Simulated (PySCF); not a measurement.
Compound: CH3CH2CH2CHFCH3, C5H11F.
SMILES with atom numbers: `[CH3:1][CH2:2][CH2:3][C@@H:4]([CH3:5])[F:6]` (hydrogens: H7, H8, H9 on C1; H10, H11 on C2; H12, H13 on C3; H14 on C4; H15, H16, H17 on C5)

Geometry (PBE0-D3(BJ)/def2-SVP, Å), atoms numbered from 1 in this order:
```xyz
17
C5H11F angstrom
C      2.5327    0.0070   -0.1708
C      1.2806   -0.1202    0.6811
C     -0.0036    0.1021   -0.1042
C     -1.2579   -0.0695    0.7283
C     -2.5409    0.1376   -0.0412
F     -1.2663   -1.3542    1.2509
H      3.4447   -0.1555    0.4230
H      2.5341   -0.7303   -0.9897
H      2.6080    1.0063   -0.6296
H      1.2373   -1.1188    1.1448
H      1.3230    0.6002    1.5175
H     -0.0114    1.1145   -0.5443
H     -0.0531   -0.6063   -0.9507
H     -1.2215    0.6207    1.5928
H     -2.6000    1.1634   -0.4335
H     -3.4103   -0.0373    0.6085
H     -2.5956   -0.5632   -0.8882
```

Method used: core-valence-separated Tamm–Dancoff BHandHLYP/aug-pcX-1 (pcseg-1 on H) in PySCF, non-relativistic, gas phase, PBE0-D3(BJ)/def2-SVP geometry.

Computed carbon K-edge spectrum, Gaussian lines of 0.3 eV full width, highest printed point 100; it ends one width below the last computed root. Absolute energies from this functional tend to lie a few eV below measured edges; no shift was applied.

(photon energy (eV), absorption): (284.9, 0), (285.0, 1), (285.1, 2), (285.2, 7), (285.3, 13), (285.4, 18), (285.5, 26), (285.6, 32), (285.7, 28), (285.8, 25), (285.9, 44), (286.0, 80), (286.1, 100), (286.2, 82), (286.3, 43), (286.4, 14), (286.5, 6), (286.6, 8), (286.7, 12), (286.8, 15), (286.9, 20), (287.0, 34), (287.1, 52)

Task: Assign the maxima to core holes.

Result: 2 maxima:
- 285.6 eV: C2 (chain CH2 carbon), 285.63 eV, f = 0.019, 45 % of the height at the exact maximum; C3 (chain CH2 carbon), 285.63 eV, f = 0.019, 44 % of the height at the exact maximum
- 286.1 eV: C5 (methyl carbon), 286.12 eV, f = 0.025, 19 % of the height at the exact maximum; C5 (methyl carbon), 286.19 eV, f = 0.031, 19 % of the height at the exact maximum; C2 (chain CH2 carbon), 286.17 eV, f = 0.026, 17 % of the height at the exact maximum; C3 (chain CH2 carbon), 286.09 eV, f = 0.022, 16 % of the height at the exact maximum

Further lines of some strength in the range: C1, 285.29 eV, f = 0.009; C5, 285.43 eV, f = 0.011; C1, 285.99 eV, f = 0.028; C1, 286.02 eV, f = 0.024; C2, 286.77 eV, f = 0.006.

Roots within 0.03 eV on the same or equivalent atoms count as one line; shares under 12 % aren't listed.

Vibrational structure and lifetime widths aren't in the curve. The ionisation threshold wasn't computed; near and above it a finite basis only mimics Rydberg series and continuum.

One conformer stands for the species.
